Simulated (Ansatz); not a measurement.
bcc Li, treated with PBEsol (Ansatz, a quantum-chemistry and plane-wave program, PAW).

Run with plane-wave cutoff 520 eV, 22×22×22 k mesh, Fermi–Dirac smearing 0.05 eV, scalar-relativistic PAW data made under PBE.

Pressure at four volumes; x = ln(V/20.246 Å³). One pressure is withheld.

| V (Å³/atom) | x | P (GPa) |
|---|---|---|
| 19.031 | -0.0619 | 0.936 |
| 20.246 | 0.0000 | -0.003 |
| 21.056 | 0.0392 | -0.506 |
| 21.461 | 0.0583 | ? |

Question: Pass a parabola P(x) through the three rows shown, estimate the bulk modulus and its pressure derivative near zero pressure, and predict the withheld pressure.

Answer: Slopes between the rows: (-0.003 − (0.936))/(0.0000 − (-0.0619)) = -15.17 and (-0.506 − (-0.003))/(0.0392 − (0.0000)) = -12.83 GPa. Their difference over the span 0.1011 is c = 2.34/0.1011 = 23.1 GPa, so P(x) = 0.936 + (-15.17)(x − (-0.0619)) + 23.1 (x − (-0.0619))(x − (0.0000)). At the middle row B = −dP/dx = −[-15.17 + 23.1 × 0.0619] = 13.7 GPa, and B′ = dB/dP = 2c/B = 3.4. At x = 0.0583 the parabola gives -0.726 GPa; the run gives -0.727 GPa. The Birch–Murnaghan fit to the energies at all volumes has B0 = 13.7 GPa and B′ = 3.3.

Measured, for comparison: bulk modulus 13.8 GPa (corrected for temperature and zero-point phonon effects, our sources range from 13.1 to 13.9; as tabulated in Levämäki et al. (2014), arXiv:1402.3671). Computed (rounded) less measured: bulk modulus -0.7 % (inside the range of the sources held).
